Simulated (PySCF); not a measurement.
From one molecule to another.

First species: trans-1,2-difluoroethene, C2H2F2.
InChI=1S/C2H2F2/c3-1-2-4/h1-2H/b2-1+

Second species: C3H3F3.
Atom-mapped SMILES: `[CH2:1]=[CH:2][C:3]([F:4])([F:5])[F:6]` (hydrogens: H7, H8 on C1; H9 on C2)

Levels: B97-2/pcSseg-2 for dipole moment, HOMO energy, LUMO energy and HOMO–LUMO gap; PBE0-D3(BJ)/def2-TZVP for rotational constant A and rotational constant C. Geometries: PBE0-D3(BJ)/def2-TZVP. Each structure is a single optimised conformer of the isolated species, non-relativistic unless stated; the electronic structure was computed with PySCF and density fitting.

Dipoles, sizes and rotational constants follow the conformer. The torsions of the flexible species, by atom-mapped SMILES:
- `[CH2:1]=[CH:2][C:3]([F:4])([F:5])[F:6]`: C1–C2–C3–F4 0°

| property | column X | column Y |
| --- | --- | --- |
| dipole moment | 2.42 D | 0.00 D |
| HOMO energy | -8.55 eV | -7.34 eV |
| LUMO energy | -0.92 eV | 0.13 eV |
| HOMO–LUMO gap | 7.63 eV | 7.47 eV |
| rotational constant A | 5.463 GHz | 58.183 GHz |
| rotational constant C | 2.888 GHz | 3.789 GHz |

**Question.** Which column belongs to which species?

**Answer.** Column X is the second species and column Y the first. The first has 6 atoms and 32 electrons, the second 9 and 48.

**Question.** How does each property change from the first species to the second?

**Answer.** dipole moment +2.42 D; HOMO energy -1.21 eV; LUMO energy -1.05 eV; HOMO–LUMO gap +0.16 eV; rotational constant A -52.720 GHz; rotational constant C -0.901 GHz.

On the first: Point group C2h forbids a permanent dipole, so the rigid molecule has no electric-dipole pure rotational spectrum. Geometry: PBE0-D3(BJ)/def2-TZVP; no solvent, vibrations or thermal averaging.

On the second: The dipole equals about 8.1 × 10⁻³⁰ C·m (1 D = 3.33564 × 10⁻³⁰ C·m). Geometry: PBE0-D3(BJ)/def2-TZVP; no solvent, vibrations or thermal averaging.
